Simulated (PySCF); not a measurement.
CF4, SMILES FC(F)(F)F (connectivity only; charge and spin as stated), charge +1, multiplicity 2.

Coordinates come from a B3LYP-D3(BJ)/def2-SVP optimisation. The geometry has at least one imaginary mode, so it is a saddle point at that level. The multiplicity is an assumed one; other spin states were not compared.

Method: TDA-PBE/def2-SVPD in PySCF.

Vertical excitations; the highest root listed may be one member of a degenerate set. The molecule is in vacuum.

Computed UV-visible absorptions:
```json
[
 {"state": "root 1", "energy (eV)": "0.43", "λ (nm)": "2855", "f": "0.001", "main pairs": "β HOMO→LUMO, β HOMO−3→LUMO (degenerate set)"},
 {"state": "root 2", "energy (eV)": "0.43", "λ (nm)": "2855", "f": "0.001", "main pairs": "β HOMO−1→LUMO, β HOMO−4→LUMO (degenerate set)"},
 {"state": "root 3", "energy (eV)": "1.34", "λ (nm)": "928", "f": "0.000", "main pairs": "β HOMO−2→LUMO 100 %"},
 {"state": "root 4", "energy (eV)": "1.84", "λ (nm)": "673", "f": "0.000", "main pairs": "β HOMO−5→LUMO 100 %"},
 {"state": "root 5", "energy (eV)": "2.53", "λ (nm)": "491", "f": "0.031", "main pairs": "β HOMO−3→LUMO, β HOMO→LUMO (degenerate set)"},
 {"state": "root 6", "energy (eV)": "2.53", "λ (nm)": "491", "f": "0.031", "main pairs": "β HOMO−4→LUMO, β HOMO−1→LUMO (degenerate set)"},
 {"state": "root 7", "energy (eV)": "3.71", "λ (nm)": "334", "f": "0.072", "main pairs": "β HOMO−6→LUMO 94 %"},
 {"state": "root 8", "energy (eV)": "5.66", "λ (nm)": "219", "f": "0.000", "main pairs": "β HOMO−7→LUMO 100 %"},
 {"state": "root 9", "energy (eV)": "6.09", "λ (nm)": "204", "f": "0.045", "main pairs": "β HOMO−8→LUMO (degenerate set)"},
 {"state": "root 10", "energy (eV)": "6.09", "λ (nm)": "204", "f": "0.045", "main pairs": "β HOMO−9→LUMO (degenerate set)"}
]
```
Unrestricted roots are not spin-pure.
